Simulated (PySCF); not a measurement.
## `O=S=O`: ΔSCF against reference XPS values

What was measured (core binding energies): S 1s of S2 2483.70 eV [2]; S 1s of S2 2483.70 eV [3]; S 1s of S2 2483.90 eV [4]. Sources and the comparison follow the method.

SO2.
Cartesian coordinates in Å at the PBE0-D3(BJ)/def2-TZVP level; atoms count from 1:
```
atom  x, y, z in Å
O1    -1.2495    0.2878    0.0079
S2    -0.0470   -0.4881   -0.0082
O3     1.2133    0.1904   -0.0064
```

Method used: delta-SCF UKS SCAN, pcX-3 on the ionised atom, pcseg-2 elsewhere, spin-free X2C (PySCF). Each binding energy is the total energy of the core-ionised species, with the hole localised on one atom, minus that of the ground state; both are solved self-consistently, so orbital relaxation is included.

| atom | environment | level | this calculation (eV) | reference (eV) | difference (eV) | source |
| --- | --- | --- | --- | --- | --- | --- |
| S2 | sulfur bonded to 2 O | S 1s | 2483.32 | 2483.50 | -0.18 | [1] |
| S2 | sulfur bonded to 2 O | S 1s | 2483.32 | 2483.70 | -0.38 | [2] |
| S2 | sulfur bonded to 2 O | S 1s | 2483.32 | 2483.70 | -0.38 | [3] |
| S2 | sulfur bonded to 2 O | S 1s | 2483.32 | 2483.90 | -0.58 | [4] |

[1] computed, SFX2C-1e-ΔCCSD(T)/cc-pCVTZ-unc* + high-level relativistic corrections, gas; Zheng, Zhang, Jin, Southworth, Cheng, Phys. Chem. Chem. Phys. 2022, 24, 13587
[2] measured, gas; Cunha, Hait, Kang, Mao, Head-Gordon, J. Phys. Chem. Lett. 2022, 13, 3438 (arXiv:2111.08405)
[3] measured, gas; Zheng, Zhang, Jin, Southworth, Cheng, Phys. Chem. Chem. Phys. 2022, 24, 13587
[4] measured, gas; Besley, J. Chem. Theory Comput. 2021, 17, 3644 (DFT calculations of core-electron binding energies at the K-edge of heavier elements)

Problem. How well does this level of theory reproduce the measurements here?

Solution. Over the 2 different measured values (1 distinct line) the mean signed difference is -0.48 eV, the mean unsigned one 0.48 eV and the largest 0.58 eV; the computed references in the table aren't counted. The calculation is vertical and has no vibrational structure, and measured positions depend on the energy calibration.

Problem. What does the calculation give for the levels without a reference value here?

Solution. O1/O3 O 1s 539.66 eV.

Atoms equivalent by their bonding share one computed value, that of the first of them. Not every level is listed. Geometry: PBE0-D3(BJ)/def2-TZVP; no solvent, vibrations or thermal averaging.
